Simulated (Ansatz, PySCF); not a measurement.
This PySCF input computes a BLYP/def2-TZVPD energy:

```python
from pyscf import gto, scf, dft

mol = gto.M(
    atom='''
    N    -0.00000000   -0.00000000   -0.13023549
    H     0.00000000    0.00000000    0.91164840
    ''',
    basis='def2-tzvpd',
    charge=0,
    spin=2,
    symmetry='C2v',
    verbose=4,
)

mf = dft.UKS(mol, xc='blyp').density_fit(auxbasis='def2-universal-jkfit')
mf.grids.level = 3
mf.conv_tol = 1e-9
mf.max_cycle = 100
mf.max_memory = 1500
mf.kernel()
if not mf.converged:
    mf = mf.newton()
    mf.kernel(mf.make_rdm1())
mf.analyze()
```

### Question
Write an input for the same energy in Ansatz (a first-principles code) and say what it gives.

### Answer

Ansatz 0.2 input:
```yaml
crystal:
  periodic: [false, false, false]
  atoms:
    - {symbol: N, position_ang: [-0.00000000, -0.00000000, -0.13023549]}
    - {symbol: H, position_ang: [0.00000000, 0.00000000, 0.91164840]}
basis:
  gaussian:
    orbitals: def2-TZVPD
hamiltonian:
  xc: {name: BLYP}
magnetization: {spin_polarized: true, initial_magnetization: 2}
output: {forces: true}
```
It gives -55.22911 Eh, and PySCF -55.22913 Eh, a difference of 0.02 mEh, from the treatment of integrals and grids.
